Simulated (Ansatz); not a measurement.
System: CsCl-type TlCl. Method: B3LYP (VWN-RPA form) (plane waves, PAW; Ansatz, a program for electronic structure).

Run with plane-wave cutoff 460 eV, 8×8×8 k mesh, Fermi–Dirac smearing 0.01 eV, scalar-relativistic PAW data made under PBE.

Results at a series of volumes:

```
V (Å³/atom)  E − E_lowest (meV/atom)
-----------  -----------------------
29.853                          5.56
30.303                          2.78
31.424                          0.00
32.210                          1.09
32.995                          4.27
```

### Question
Fit the third-order Birch–Murnaghan equation and give B0 and B′.

### Answer
V0 = 31.448 Å³/atom, B0 = 19.8 GPa, B′ = 5.1 (fit to the energies at full precision).

Measured, for comparison: equilibrium volume per atom 28.35 Å³/atom (temperature not stated, not corrected to a static lattice; as tabulated in Wikipedia's data pages). Computed (rounded) less measured: equilibrium volume per atom +10.9 %.

Note: the cell is over a tenth larger than the published one (another phase or state, or a fault of the published cell, is possible).

Spin–orbit coupling is not included; it can shift volumes and moduli of such heavy elements.

Computing time: very roughly 30 core-minutes.
